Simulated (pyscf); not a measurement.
PySCF, gas phase, ωB97X-D3(BJ)/def2-SVP geometries. Correlated levels are frozen-core, on RHF or UHF. ΔMP2 is the change of the MP2 total energy from the triple- to the quadruple-zeta basis.

Q: What is the homolytic dissociation enthalpy (298 K, CCSD(T)/def2-TZVPP + ΔMP2(QZVPP)) of the C–F bond of F–CH₂–Br, to F• + •H₂C–Br?

A: C–F to F• + •H₂C–Br: 108.2 kcal/mol. The CCSD(T) − MP2 part came from Ansatz, without density fitting, on the same reference. The frozen core leaves the outer d or s,p core shells of the metals and heavy elements correlated in the MP2 and CC values, and def2-TZVPP describes them poorly, which can shift differences by a few kcal/mol. Left out: the spin-orbit lowering of F. Elements up to Kr have no core potential and no relativistic terms here.
